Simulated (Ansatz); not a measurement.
**Rock-salt GdN**

Level of theory: Hartree–Fock in Ansatz (plane waves, PAW).

Settings: plane-wave cutoff 460 eV, 10×10×10 k mesh, Fermi–Dirac smearing 0.01 eV, spin-polarised with parallel moments, scalar-relativistic PAW data made under PBE.

Cell: measured lattice: a = 4.9740 Å, b = 4.9740 Å, c = 4.9740 Å, α = 90.00°, β = 90.00°, γ = 90.00°.

```
Item                                                                   Value
-----------------------------------------------  ---------------------------
band gap                                         5.98 eV (on the SCF k mesh)
smallest direct gap on the k points sampled                          6.61 eV
direct gap at Γ                                                      9.89 eV
magnetic moment (largest site, within a sphere)                      7.02 μB
```

Note: the state of the 4f shell is in doubt; cell and atoms aren't relaxed at this level (pressure 12.8 GPa).

Moments are spin moments.

Spin–orbit coupling is not included.

Computing time: about 7 core-minutes (a rough figure).

Ansatz is a program for electronic structure.
